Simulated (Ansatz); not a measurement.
C2H2, SMILES `C#C` (charge 0, multiplicity 1).

Cartesian coordinates (Å):
```xyz
4

C     -0.5490     0.2481     0.2324
C      0.5490     0.1466    -0.2324
H     -1.5241     0.3383     0.6452
H      1.5241     0.0565    -0.6452
```
Charge 0, spin multiplicity 1.

Frozen-core energies in 6-31g from Ansatz (a program for electronic structure) at a geometry from B3LYP-D3(BJ)/def2-TZVP; the HF reference has <S^2> = 0.00 and the T1 diagnostic is 0.012.

| level | energy (Ha) |
|---|---|
| HF | -76.79260 |
| MP2 | -76.97434 |
| CCSD | -76.98904 |
| CCSD(T) | -76.99496 |

### Question
Estimate the energies of CCSDT, CCSDT(Q) and full CI, and give each level's error against full CI.

### Answer

```csv
level,energy (Ha),error against full CI (mHa)
MP2,-76.97434,21.72
CCSD,-76.98904,7.02
CCSD(T),-76.99496,1.10
CCSDT,-76.99508,0.98
CCSDT(Q),-76.99601,0.05
full CI,-76.99606,0.00
```
